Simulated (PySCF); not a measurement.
Na₂.

```xyz
2

Na     0.0000     0.0000    -1.5270
Na     0.0000     0.0000     1.5270
```
Charge 0, spin multiplicity 1.

Geometry: B3LYP-D3(BJ)/def2-TZVPD.

These are PySCF with HF/pcSseg-2 values and carry that method's errors. Non-relativistic, no solvent.

### Question
Give the absolute GIAO shielding of each atom: isotropic value and principal components (ppm). (Estimate from the structure and the level; the computed values follow.)

### Answer

| atom | σ(iso) | σ11 | σ22 | σ33 | span |
|---|---|---|---|---|---|
| Na1 | 604.7 | 591.3 | 591.3 | 631.4 | 40.2 |
| Na2 | 604.7 | 591.3 | 591.3 | 631.4 | 40.2 |
